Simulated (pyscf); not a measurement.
PySCF, gas phase, ωB97X-D3(BJ)/def2-SVP geometries.

Task: PBE/def2-TZVP puts the barrier of `[F][BH][F]` + `[NH3]` → `[NH2][B]([F])[F]` + `[H][H]` (four-centre exchange; singlet surface; B–H, H–N broken, B–N, H–H formed) at 16.8 kcal/mol and the reaction energy at -22.0 kcal/mol, from the separated reactants. What do r²SCAN/def2-TZVP, B3LYP-D3(BJ)/def2-TZVP, ωB97M-D3(BJ)/def2-TZVP give on the same structures?

Result: r²SCAN: ΔE‡ = 17.8 kcal/mol, ΔE = -23.9 kcal/mol; B3LYP-D3(BJ): ΔE‡ = 23.0 kcal/mol, ΔE = -22.6 kcal/mol; ωB97M-D3(BJ): ΔE‡ = 22.5 kcal/mol, ΔE = -22.3 kcal/mol. PBE's barrier lies under all of them, by 1.0 to 6.1 kcal/mol. Its reaction energy lies over all of them, by 0.3 to 1.9 kcal/mol. On the reactant side the descent ends in an adduct with a B–N contact, 18.3 kcal/mol under the separated species and 41.2 kcal/mol under the saddle at ωB97X-D3(BJ)/def2-TZVP. What is counted as formed (B–N) is already present as a longer contact in the reactant adduct; forming that adduct is a step of its own. At the saddle there is also a short B–H contact that neither side keeps. The same reactants have a lower exit, to HF + H₂N–BH–F (barrier +16.4 kcal/mol at ωB97M-D3(BJ)/def2-TZVP, against +22.5 kcal/mol here). This is the saddle that the search found; another between the same sides may lie lower.
